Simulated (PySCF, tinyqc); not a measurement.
MP2 on RHF in the sto-3g basis, for CH+, spin multiplicity 1, step by step. The lowest restricted solution is unstable here: a spin-polarised one lies 0.0082 hartree lower (PySCF). One step of it, computed by the program tinyqc.

Question. Orthogonalisation. S = U s U^T; symmetric (Loewdin) form X = U s^(-1/2) U^T, so that X^T S X = 1.

overlap S, lower triangle:
```
,1C 1s,1C 2s,1C 2px,1C 2py,1C 2pz,2H 1s
1C 1s,1.000000
1C 2s,0.248362,1.000000
1C 2px,0.000000,0.000000,1.000000
1C 2py,0.000000,0.000000,0.000000,1.000000
1C 2pz,0.000000,0.000000,0.000000,0.000000,1.000000
2H 1s,0.027979,0.311494,0.000000,0.000000,0.335015,1.000000
```

Give: eigenvalues of S; X.

Answer.

eigenvalues of S: 0.5172  0.8207  1.0000  1.0000  1.1591  1.5030

X, lower triangle:
```
,1C 1s,1C 2s,1C 2px,1C 2py,1C 2pz,2H 1s
1C 1s,1.0250
1C 2s,-0.1349,1.0699
1C 2px,0.0000,0.0000,1.0000
1C 2py,0.0000,0.0000,0.0000,1.0000
1C 2pz,-0.0059,0.0478,0.0000,0.0000,1.0500
2H 1s,0.0192,-0.1848,0.0000,0.0000,-0.1941,1.0939
```
